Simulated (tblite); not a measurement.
A geometry optimisation, step by step.

C3H3F2O (charge -1).
SMILES with atom numbers: `[CH3:1]/[C:2]([F:3])=[C:4](/[O-:5])[F:6]` (hydrogens: H7, H8, H9 on C1)
Bond orders are those of one Lewis drawing.

Computed with GFN2-xTB (tblite), gas phase: L-BFGS steps from a force-field or distance-geometry start until the largest atomic force falls under 0.01 eV/Å. 12 of its 58 geometries are shown.

Step 0: E = -589.5106 eV, largest atomic force 7.477 eV/Å
```
atom  x, y, z in Å  |  force x, y, z in eV/Å
C1     -1.121    0.067    0.010   -1.064   0.862  -0.969
C2      0.285    0.531    0.018   -0.367  -1.666   0.048
F3      0.651    1.832    0.073   -0.398   1.122   0.037
C4      1.223   -0.404   -0.009    7.350   1.350   0.256
O5      2.571   -0.178    0.016   -5.005  -1.390  -0.174
F6      0.810   -1.717   -0.045    0.017  -0.666  -0.041
H7     -1.574    0.126    1.006   -0.296   0.068  -0.181
H8     -1.643    0.724   -0.729   -0.326  -0.441   0.685
H9     -1.188   -0.975   -0.365    0.091   0.761   0.339
```

Step 5: E = -590.3296 eV, largest atomic force 0.619 eV/Å
```
atom  x, y, z in Å  |  force x, y, z in eV/Å
C1     -1.142    0.099   -0.009   -0.018   0.071  -0.048
C2      0.295    0.477    0.018    0.550  -0.283  -0.027
F3      0.583    1.852    0.074   -0.255   0.136   0.026
C4      1.367   -0.340    0.004   -0.391  -0.139  -0.038
O5      2.577   -0.249    0.009    0.148  -0.050   0.017
F6      0.839   -1.776   -0.048    0.237   0.160   0.011
H7     -1.609    0.143    0.980   -0.121   0.163   0.050
H8     -1.702    0.728   -0.706   -0.048   0.064   0.081
H9     -1.195   -0.928   -0.347   -0.101  -0.121  -0.072
```

Step 10: E = -590.3525 eV, largest atomic force 0.132 eV/Å
```
atom  x, y, z in Å  |  force x, y, z in eV/Å
C1     -1.139    0.098   -0.011   -0.041   0.003  -0.002
C2      0.309    0.464    0.014   -0.014  -0.042  -0.015
F3      0.541    1.853    0.078   -0.017  -0.084   0.010
C4      1.375   -0.362    0.001   -0.007   0.130   0.019
O5      2.589   -0.264    0.011    0.060   0.059   0.001
F6      0.877   -1.766   -0.048   -0.001  -0.112  -0.016
H7     -1.618    0.171    0.975    0.040   0.020   0.020
H8     -1.703    0.740   -0.693    0.070   0.037  -0.032
H9     -1.217   -0.930   -0.353   -0.090  -0.012   0.016
```

Step 16: E = -590.3597 eV, largest atomic force 0.052 eV/Å
```
atom  x, y, z in Å  |  force x, y, z in eV/Å
C1     -1.145    0.094   -0.012    0.004   0.009   0.002
C2      0.306    0.444    0.006   -0.032   0.007   0.003
F3      0.520    1.835    0.084    0.040  -0.023   0.003
C4      1.385   -0.360    0.003    0.016  -0.017  -0.004
O5      2.598   -0.242    0.015   -0.032  -0.001   0.008
F6      0.901   -1.782   -0.053    0.047   0.018  -0.012
H7     -1.609    0.193    0.979   -0.009  -0.001  -0.031
H8     -1.679    0.758   -0.699   -0.019  -0.024   0.006
H9     -1.263   -0.933   -0.348   -0.015   0.031   0.026
```

Step 21: E = -590.3607 eV, largest atomic force 0.040 eV/Å
```
atom  x, y, z in Å  |  force x, y, z in eV/Å
C1     -1.148    0.097   -0.012   -0.012  -0.009   0.004
C2      0.304    0.439    0.005    0.007  -0.004  -0.003
F3      0.529    1.827    0.087    0.006   0.016   0.005
C4      1.385   -0.363    0.002    0.007  -0.012  -0.002
O5      2.597   -0.234    0.018    0.007   0.013   0.006
F6      0.918   -1.785   -0.059   -0.010  -0.013  -0.014
H7     -1.613    0.199    0.976   -0.015   0.030   0.021
H8     -1.683    0.757   -0.701   -0.009   0.005  -0.008
H9     -1.276   -0.930   -0.341    0.020  -0.027  -0.008
```

Step 26: E = -590.3610 eV, largest atomic force 0.031 eV/Å
```
atom  x, y, z in Å  |  force x, y, z in eV/Å
C1     -1.150    0.097   -0.011    0.004   0.007  -0.003
C2      0.304    0.437    0.005    0.004   0.000   0.003
F3      0.532    1.827    0.089   -0.010  -0.011   0.006
C4      1.385   -0.365    0.001   -0.021   0.023   0.000
O5      2.597   -0.231    0.020    0.005  -0.016   0.001
F6      0.919   -1.787   -0.065    0.003   0.003  -0.011
H7     -1.617    0.206    0.977    0.009  -0.001  -0.009
H8     -1.685    0.754   -0.703    0.008  -0.011  -0.008
H9     -1.273   -0.932   -0.338   -0.001   0.005   0.021
```

Step 31: E = -590.3617 eV, largest atomic force 0.089 eV/Å
```
atom  x, y, z in Å  |  force x, y, z in eV/Å
C1     -1.151    0.099   -0.010   -0.011  -0.028   0.001
C2      0.302    0.435    0.006   -0.009   0.027   0.000
F3      0.529    1.821    0.103    0.021   0.059   0.020
C4      1.384   -0.365   -0.001    0.073  -0.049  -0.013
O5      2.595   -0.230    0.028   -0.006  -0.001  -0.002
F6      0.925   -1.790   -0.096   -0.021   0.027   0.003
H7     -1.619    0.235    0.973   -0.011   0.003   0.017
H8     -1.683    0.739   -0.720   -0.003  -0.007  -0.026
H9     -1.269   -0.938   -0.308   -0.032  -0.031  -0.001
```

Step 36: E = -590.3633 eV, largest atomic force 0.087 eV/Å
```
atom  x, y, z in Å  |  force x, y, z in eV/Å
C1     -1.150    0.098   -0.009    0.013   0.013   0.000
C2      0.304    0.439    0.009    0.026  -0.022   0.001
F3      0.530    1.826    0.138   -0.004  -0.058   0.016
C4      1.384   -0.366   -0.009   -0.058   0.064   0.010
O5      2.595   -0.235    0.040    0.028  -0.003  -0.023
F6      0.921   -1.783   -0.150   -0.004   0.000   0.012
H7     -1.625    0.282    0.965   -0.003   0.011  -0.032
H8     -1.680    0.698   -0.756    0.003  -0.025   0.018
H9     -1.265   -0.954   -0.253   -0.001   0.019  -0.002
```

Step 41: E = -590.3640 eV, largest atomic force 0.037 eV/Å
```
atom  x, y, z in Å  |  force x, y, z in eV/Å
C1     -1.150    0.098   -0.007    0.002  -0.004  -0.001
C2      0.304    0.437    0.012   -0.009   0.009   0.009
F3      0.529    1.819    0.176    0.004   0.022   0.022
C4      1.385   -0.364   -0.014    0.022  -0.027  -0.013
O5      2.596   -0.236    0.045   -0.013   0.010  -0.021
F6      0.922   -1.778   -0.198    0.000  -0.011   0.021
H7     -1.632    0.334    0.950   -0.011   0.007   0.005
H8     -1.676    0.658   -0.788    0.001   0.008  -0.017
H9     -1.265   -0.964   -0.200    0.004  -0.013  -0.005
```

Step 47: E = -590.3649 eV, largest atomic force 0.021 eV/Å
```
atom  x, y, z in Å  |  force x, y, z in eV/Å
C1     -1.150    0.099   -0.010   -0.004   0.000   0.007
C2      0.303    0.437    0.021    0.002  -0.003   0.015
F3      0.530    1.816    0.211   -0.001  -0.003  -0.012
C4      1.385   -0.364   -0.021   -0.006   0.006  -0.004
O5      2.596   -0.233    0.023    0.002  -0.004  -0.005
F6      0.922   -1.779   -0.199    0.004   0.001  -0.005
H7     -1.640    0.359    0.937   -0.019  -0.007  -0.005
H8     -1.670    0.640   -0.809    0.021  -0.003   0.003
H9     -1.263   -0.968   -0.179    0.002   0.012   0.005
```

Step 52: E = -590.3654 eV, largest atomic force 0.035 eV/Å
```
atom  x, y, z in Å  |  force x, y, z in eV/Å
C1     -1.150    0.100   -0.006   -0.004  -0.009  -0.008
C2      0.303    0.436    0.040   -0.005  -0.006   0.034
F3      0.530    1.814    0.229    0.006   0.006  -0.011
C4      1.384   -0.363   -0.029    0.017  -0.013   0.012
O5      2.596   -0.233    0.007    0.001   0.011  -0.005
F6      0.923   -1.778   -0.209   -0.011   0.012  -0.008
H7     -1.659    0.376    0.926    0.016   0.009  -0.015
H8     -1.653    0.624   -0.827   -0.013   0.007   0.005
H9     -1.259   -0.969   -0.157   -0.006  -0.017  -0.003
```

Step 57: E = -590.3657 eV, largest atomic force 0.007 eV/Å
```
atom  x, y, z in Å  |  force x, y, z in eV/Å
C1     -1.150    0.098   -0.005    0.000   0.003   0.002
C2      0.303    0.433    0.056    0.000   0.000   0.003
F3      0.530    1.813    0.236   -0.002  -0.001   0.000
C4      1.385   -0.363   -0.032   -0.001   0.001  -0.007
O5      2.597   -0.231    0.000   -0.001  -0.001   0.003
F6      0.923   -1.776   -0.220    0.002  -0.002   0.002
H7     -1.667    0.390    0.918    0.002   0.000   0.004
H8     -1.645    0.615   -0.836    0.001  -0.005  -0.002
H9     -1.262   -0.973   -0.143    0.000   0.005  -0.003
```

Task: Summarise the path.

Result: The energy falls by 0.8551 eV from step 0 to step 57; nine tenths of that is first reached at step 4. It falls at every step. The largest force goes from 7.477 to 0.007 eV/Å. Among the bonds C4–O5 changes most, from 1.367 to 1.219 Å; the atoms move by 0.182 Å rms after alignment.

Run on an Arm Neoverse N1 with one thread, shared host.
